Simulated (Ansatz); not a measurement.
**singlet CN(+): levels of theory in one basis**

```
atom   x (Å)   y (Å)   z (Å)
   C  0.0000  0.0000  0.0000
   N  0.0000  0.0000  1.1143
```

Basis set: def2-SVP (spherical functions). Frozen core: 2 orbitals. Charge 1, multiplicity 1.

Computed with Ansatz (development build ahead of 0.2.0); the reference of a correlated method needn't be the lowest determinant of its kind.

```tsv
method	E − E(RHF) (eV)	<S²> of the determinant
RHF	0.00	–
UHF	-3.79	1.44
RHF-CCSD(T)	-10.55	–
RHF-CCSDT(Q)	-10.25	–
```

(1) What does RHF-MP2 give on the same scale?

Answers

(1) -8.48 eV.

Caution for RHF, RHF-MP2, RHF-CCSD(T), RHF-CCSDT(Q): an unrestricted determinant lies well below. Caution for UHF: the unrestricted determinant is a mixture of spin states. Caution for RHF-MP2, RHF-CCSD(T): another reference gives a lower total. Caution for RHF-CCSD(T), RHF-CCSDT(Q): the determinant is a saddle point. Caution for RHF-CCSD(T): the program doubts this total. Caution for RHF-CCSDT(Q): the amplitudes may be one of several solutions.
